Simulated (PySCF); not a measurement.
Name the molecule from its bond curve

A diatomic of charge -1 contains Si. Its triplet curve at PBE0 in a double-zeta basis (no relativity, PySCF), in eV from the separated fragments:

```
R (Å)  E (eV)
1.981  -1.344
2.073  -1.671
2.165  -1.842
2.234  -1.900
2.303  -1.914
2.372  -1.897
2.464  -1.840
2.579  -1.734
2.717  -1.581
2.902  -1.365
```

The fit gives ωe = 345 cm⁻¹ and the rotational constant Bₑ = 0.2057 cm⁻¹.

Task: Which atom is the partner?

Result: The minimum lies at 2.296 Å, so the reduced mass is 16.8576 u Å² cm⁻¹/(Bₑ·Re²) = 15.55 u. With Si at 27.98 u the partner weighs about 35.0 u: Cl. The molecule is SiCl⁻.

The highest Kohn–Sham level is positive in this anion. Much of that is self-interaction error, but it also means that the finite basis helps to hold the extra electron. The state was picked by a PBE0 search and need not be the measured ground state.
